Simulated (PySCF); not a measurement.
From results back to the method.

Species: methylcyclopropane, C4H8.
SMILES with atom numbers: `[CH3:1][CH:2]1[CH2:3][CH2:4]1` (hydrogens: H5, H6, H7 on C1; H8 on C2; H9, H10 on C3; H11, H12 on C4)

The closed-shell ground state was solved 7 times with PySCF (density fitting, gas phase), always in the pcSseg-2 basis (256 functions), with these functionals: B3LYP, CAM-B3LYP, HF, LC-wPBE, PBE, PBE0 and wB97X-D. Isolated species at its PBE0-D3(BJ)/def2-SVP geometry, gas phase.

| row | total energy (Eh) | HOMO (eV) | LUMO (eV) | dipole (D) |
| --- | --- | --- | --- | --- |
| P | -157.0467 | -6.62 | 0.14 | 0.14 |
| Q | -157.1748 | -9.29 | 1.46 | 0.14 |
| R | -156.1459 | -10.91 | 2.83 | 0.14 |
| S | -157.2781 | -7.68 | 0.52 | 0.14 |
| T | -157.0732 | -7.89 | 0.82 | 0.14 |
| U | -157.2183 | -9.76 | 2.49 | 0.14 |
| V | -157.1775 | -10.67 | 2.56 | 0.14 |

Which functional belongs to which row?

P = PBE, Q = CAM-B3LYP, R = HF, S = B3LYP, T = PBE0, U = wB97X-D, V = LC-wPBE. By rising HOMO–LUMO gap: PBE (GGA) 6.76 eV; B3LYP (global hybrid, 20 % exact exchange) 8.20 eV; PBE0 (global hybrid, 25 % exact exchange) 8.71 eV; CAM-B3LYP (range-separated hybrid) 10.75 eV; wB97X-D (range-separated hybrid) 12.25 eV; LC-wPBE (range-separated hybrid) 13.23 eV; HF (all exact exchange) 13.74 eV. Total energies of different functionals aren't bounds to one another; each is stationary for its own functional.

Note: wB97X-D ran without an empirical dispersion term, which enters the total energy and its gradient alone.
